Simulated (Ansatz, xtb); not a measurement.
# Relative energy of two structures of BClH3Si+

Structure X: `B[SiH+]Cl`, a singlet. Structure Y: a singlet given by its coordinates. Both are isolated ions in the gas phase, relaxed with B3LYP/6-31G*; the shapes shown needn't be the lowest conformers.

X (Å):

```yaml
atoms:
  - { symbol: B, position_ang: [-1.3699, 0.2295, -0.5868] }
  - { symbol: Cl, position_ang: [0.9879, -1.2734, -2.6402] }
  - { symbol: Si, position_ang: [0.3783, -0.7737, -0.8135] }
  - { symbol: H, position_ang: [-2.3629, -0.4080, -0.4479] }
  - { symbol: H, position_ang: [-1.3358, 1.4170, -0.6043] }
  - { symbol: H, position_ang: [1.3079, -1.2058, 0.2526] }
```

Y (Å):

```tsv
atom	x (Å)	y (Å)	z (Å)
B	-1.4840	-0.6360	-0.8708
Cl	-0.5692	-1.2658	-2.2665
Si	0.2757	0.0915	-0.3715
H	-2.6337	-0.7916	-0.6729
H	0.7539	1.3499	-0.9718
H	1.2628	-0.7624	0.3135
```

Close contacts (Å): B1–Cl2 1.78, B1–Si3 1.97, Cl2–Si3 2.48, B1–H4 1.18, Si3–H5 1.47, Si3–H6 1.47.

Which of the two would you expect CCSD(T)/def2-TZVPP electronic energies to favour?

Too close to call at this level: CCSD(T)/def2-TZVPP gives E(Y) − E(X) = +0.33 kcal/mol.

How the difference moves with the method:

```json
{"level": "B3LYP/6-31G*", "geometry": "B3LYP/6-31G*", "E(Y) − E(X) (kcal/mol)": "+1.26", "departure from the last row (kcal/mol)": "+0.93", "job, with rough time for the two": "optimisation, 50 s"}
{"level": "HF/def2-TZVPP", "geometry": "B3LYP/6-31G*", "E(Y) − E(X) (kcal/mol)": "+6.77", "departure from the last row (kcal/mol)": "+6.44", "job, with rough time for the two": "part of the CCSD(T) run"}
{"level": "MP2/def2-TZVPP", "geometry": "B3LYP/6-31G*", "E(Y) − E(X) (kcal/mol)": "+0.14", "departure from the last row (kcal/mol)": "−0.19", "job, with rough time for the two": "part of the CCSD(T) run"}
{"level": "CCSD(T)/def2-TZVPP", "geometry": "B3LYP/6-31G*", "E(Y) − E(X) (kcal/mol)": "+0.33", "departure from the last row (kcal/mol)": "", "job, with rough time for the two": "single point, 99 s"}
```

The largest departure from CCSD(T)/def2-TZVPP is that of HF/def2-TZVPP, 6.44 kcal/mol. Levels run at GFN2-xTB geometries aren't shown.

With harmonic frequencies from B3LYP/6-31G* (ideal gas, rigid rotor, one conformer each, 298.15 K, 1 atm): on the last row, ΔE + ΔZPE = +0.34, ΔH = +0.11, ΔG = +0.63 kcal/mol.

The correlated steps freeze 11 core orbitals. Programs: Ansatz 0.2.0; the last row on 1 thread of AMD EPYC (Zen 3) on a shared host.
